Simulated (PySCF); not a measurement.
Species: OF₂.
Numbering: `[F:1][O:2][F:3]`

All values: wB97X-D/pcSseg-2 (PySCF, non-relativistic), on one gas-phase PBE0-D3(BJ)/def2-TZVP geometry that isn't relaxed in the solvent. The solvent is an IEF-PCM continuum (Bondi radii, 1.10 Å for H, scaled by 1.2). Specific hydrogen bonds and non-electrostatic terms are outside this model.

Gas phase at wB97X-D/pcSseg-2: HOMO -11.71 eV, LUMO -0.01 eV, dipole 0.29 D.

Problem. What does the continuum do to the energy, the frontier levels and the dipole at wB97X-D/pcSseg-2 in chloroform?

Solution. 
| solvent | ε | E(solvent) − E(gas) (kJ/mol) | polarisation term (kJ/mol) | distortion of the solute (kJ/mol) | HOMO (eV) | LUMO (eV) | dipole (D) |
| --- | --- | --- | --- | --- | --- | --- | --- |
| chloroform | 4.711 | -0.80 | -0.83 | 0.03 | -11.66 | 0.04 | 0.33 |

Polarisation term: ½ Σ q·V over the induced surface charges. Distortion: the rise of the solute's own energy as its density leaves the gas-phase optimum.

The pairwise dispersion term of wB97X-D wasn't added to the energies; at a given geometry it leaves orbitals and properties as they are.
